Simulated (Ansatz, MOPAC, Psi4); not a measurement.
Reaction (SMILES): C[Si](C)(C)F → [CH3] (CH3) + F[Si](C)C (the C-Si bond breaks)

Wanted: bond dissociation energy (enthalpy at 298 K), in kcal/mol. Set-up: UHF or UKS for open shells; frozen cores in correlated levels; no dispersion term unless named; non-relativistic; 6-31G* and kin with 6d, 5d where marked; no spin-orbit coupling. CBS(X,Y): correlation extrapolated as X^-3; Hartree-Fock from the larger set. First-principles rows: single points at B3LYP-D3(BJ) geometries (Ansatz, a program for electronic structure), with unscaled harmonic terms from B3LYP/6-31G* (Ansatz) at its own minima. Semi-empirical rows: MOPAC heats of formation at their own minima for 298 K.

| species | coefficient | E at wB97X-D/6-31G* (Psi4), Eh | E at B3LYP/def2-TZVPD (Ansatz), Eh | H(298 K) - E, kcal/mol | heat of formation at PM3 (MOPAC), kcal/mol |
|---|---|---|---|---|---|
| C[Si](C)(C)F | -1 | -509.09222 | -509.31306 | 77.61 | -131.89 |
| [CH3] (CH3) | +1 | -39.82004 | -39.85893 | 21.26 | 27.95 |
| C[Si](C)F | +1 | -469.11137 | -469.30903 | 52.52 | -93.38 |

Coupled cluster (Ansatz) is a level with limits of its own, used here on species with T1 under 0.025 (0.045 for open shells) and stable references: CCSD(T)/CBS(cc-pV(T+d)Z,cc-pV(Q+d)Z). Value to compare with, CCSD(T)/CBS(cc-pV(T+d)Z,cc-pV(Q+d)Z) (Ansatz): 95.9 kcal/mol. 1 Eh = 627.5095 kcal/mol.

Question: Compute it at each level from the table, and compare with CCSD(T)/CBS(cc-pV(T+d)Z,cc-pV(Q+d)Z) (Ansatz).

Answer: 
- wB97X-D/6-31G*: the sum of coefficient times E is 0.16081 Eh, or 100.91 kcal/mol; the thermal terms add -3.83. Result: 97.1 kcal/mol. Its difference against CCSD(T)/CBS(cc-pV(T+d)Z,cc-pV(Q+d)Z) (Ansatz) is 1.2 kcal/mol.
- B3LYP/def2-TZVPD: the sum of coefficient times E is 0.14510 Eh, or 91.05 kcal/mol; the thermal terms add -3.83. Result: 87.2 kcal/mol. Its difference against CCSD(T)/CBS(cc-pV(T+d)Z,cc-pV(Q+d)Z) (Ansatz) is -8.7 kcal/mol.
- PM3: the sum of coefficient times heat of formation is 66.46 kcal/mol; it needs no thermal term. Its difference against CCSD(T)/CBS(cc-pV(T+d)Z,cc-pV(Q+d)Z) (Ansatz) is -29.4 kcal/mol.
